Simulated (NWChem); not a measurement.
Correlation energy of hydrogen cyanide (CHN)

SMILES: C#N
```xyz
3

C      0.0000     0.0000    -0.5060
N      0.0000     0.0000     0.6613
H      0.0000     0.0000    -1.5931
```
Charge 0, spin multiplicity 1.

Everything below was run with NWChem. The geometry was optimised at PBE/def2-SVP, a minimum by its harmonic frequencies.

Basis set: def2-TZVP. Each correlation energy counts from its own Hartree-Fock reference.

The correlated methods keep 2 core orbitals frozen. No row is a measurement; the coupled-cluster row has its own basis-set and correlation limits.

Problem. For the correlation energy, CR-CCSD(T) gives -363.4 mHa and CCSD(T) gives -366.9 mHa. What do CCSD+T(CCSD), MP2, CR-CCSD[T] give?

Solution. CCSD+T(CCSD): -367.8 mHa; MP2: -344.9 mHa; CR-CCSD[T]: -364.1 mHa.
